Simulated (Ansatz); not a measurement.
The inner images of a band of C₂H₇FN₂O (13 atoms, charge 0, multiplicity 1) are given out of order.

The calculation used RKS B3LYP-D4/def2-mTZVP in Ansatz 0.2.0.

First end point:

```xyz
13
Properties=species:S:1:pos:R:3
C 0.718 -0.693 1.345
N 0.791 0.342 0.315
C -0.376 0.522 -0.502
N -0.731 -0.584 -1.326
O -0.218 1.610 -1.332
F -1.433 0.810 0.417
H 1.655 -0.694 1.901
H 0.557 -1.707 0.954
H -0.084 -0.456 2.040
H 1.566 0.161 -0.317
H -1.491 -0.318 -1.946
H -1.045 -1.361 -0.755
H 0.113 2.333 -0.778
```

Last end point:

```xyz
13
Properties=species:S:1:pos:R:3
C 0.712 -0.693 1.298
N 0.728 0.351 0.276
C -0.522 0.581 -0.429
N -1.114 -0.459 -1.217
O -0.353 1.660 -1.271
F -1.448 0.873 0.579
H 1.707 -0.767 1.735
H 0.434 -1.689 0.922
H 0.018 -0.418 2.088
H 1.441 0.154 -0.422
H -0.578 -0.612 -2.064
H -1.185 -1.324 -0.693
H 0.181 2.307 -0.785
```

Question: Put them in order from the first end to the last, with their energies above the first end.
A.
```xyz
13
Properties=species:S:1:pos:R:3
C 0.686 -0.705 1.358
N 0.785 0.300 0.301
C -0.392 0.549 -0.485
N -0.820 -0.525 -1.266
O -0.200 1.624 -1.338
F -1.384 0.956 0.471
H 1.633 -0.735 1.896
H 0.468 -1.725 1.008
H -0.092 -0.414 2.060
H 1.543 0.095 -0.342
H -1.585 -0.378 -1.904
H -0.649 -1.465 -0.959
H 0.027 2.387 -0.785
```
B.
```xyz
13
Properties=species:S:1:pos:R:3
C 0.698 -0.695 1.348
N 0.744 0.304 0.283
C -0.493 0.557 -0.422
N -1.100 -0.510 -1.153
O -0.313 1.600 -1.312
F -1.393 0.959 0.584
H 1.687 -0.765 1.801
H 0.409 -1.704 1.017
H -0.004 -0.375 2.114
H 1.448 0.066 -0.410
H -0.988 -0.377 -2.149
H -0.764 -1.421 -0.872
H 0.091 2.326 -0.812
```
C.
```xyz
13
Properties=species:S:1:pos:R:3
C 0.687 -0.699 1.352
N 0.796 0.307 0.296
C -0.370 0.543 -0.509
N -0.747 -0.536 -1.340
O -0.192 1.637 -1.334
F -1.399 0.885 0.428
H 1.633 -0.737 1.890
H 0.464 -1.717 1.000
H -0.089 -0.405 2.055
H 1.561 0.097 -0.338
H -1.606 -0.368 -1.850
H -0.761 -1.430 -0.871
H 0.043 2.386 -0.765
```
D.
```xyz
13
Properties=species:S:1:pos:R:3
C 0.684 -0.708 1.363
N 0.780 0.292 0.302
C -0.409 0.549 -0.463
N -0.930 -0.533 -1.169
O -0.204 1.599 -1.348
F -1.367 1.011 0.498
H 1.633 -0.738 1.898
H 0.461 -1.727 1.015
H -0.092 -0.413 2.064
H 1.533 0.086 -0.346
H -1.537 -0.365 -1.952
H -0.568 -1.458 -1.035
H 0.037 2.371 -0.812
```
E.
```xyz
13
Properties=species:S:1:pos:R:3
C 0.700 -0.690 1.348
N 0.798 0.325 0.300
C -0.367 0.529 -0.515
N -0.724 -0.563 -1.351
O -0.207 1.630 -1.329
F -1.420 0.819 0.411
H 1.647 -0.723 1.885
H 0.489 -1.706 0.982
H -0.078 -0.410 2.053
H 1.570 0.126 -0.329
H -1.557 -0.339 -1.887
H -0.909 -1.392 -0.797
H 0.079 2.358 -0.757
```

Answer: E (+0.6 kJ/mol), C (+3.8 kJ/mol), A (+13.9 kJ/mol), D (+19.5 kJ/mol), B (+17.5 kJ/mol).

Time of the run: 5.6 min on 2 threads of Arm Neoverse V1, with other jobs on the host, peak memory 0.35 GiB.
